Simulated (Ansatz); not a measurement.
The same path of AlF2H + H (5 atoms, charge 0, multiplicity 2) was run twice with different band settings. Lost on the way: Al1–H2. Made: H2–H5.

These are results of Ansatz 0.2.0, UKS PBE/def2-SVP, not measurements.

Relaxed end points:

```xyz
5
Properties=species:S:1:pos:R:3
Al 0.000 0.000 -0.319
H 0.000 0.000 1.255
F 1.428 0.000 -1.184
F -1.428 0.000 -1.184
H 0.000 0.000 4.322
```

```xyz
5
Properties=species:S:1:pos:R:3
Al 0.044 -0.587 -0.344
H -0.459 -0.016 2.071
F 1.499 0.252 -0.218
F -1.385 0.252 -0.621
H 0.301 0.099 2.001
```

Common settings: movable images 5; climbing image yes; spring 5.0 eV/Å²; start path through a guess of the saddle point; force threshold 0.03 eV/Å; iteration limit 60; end points relaxed.

| run | optimiser | largest step |
| --- | --- | --- |
| 1 | quadratic models (default) | default |
| 2 | fire | 0.5 Å |

Problem. What does each run give, and how far can it be trusted?

Solution. Run 1: converged after 14 iterations, highest image 0.029 eV above the first end. A vibrational analysis at the climbing image gives one clearly imaginary mode, 349i cm⁻¹: a first-order saddle point.
Run 2: converged after 57 iterations, highest image 0.029 eV above the first end. Another band between the same ends (5 images) ends at a top of the same energy, where a vibrational analysis finds 1 clearly imaginary mode.
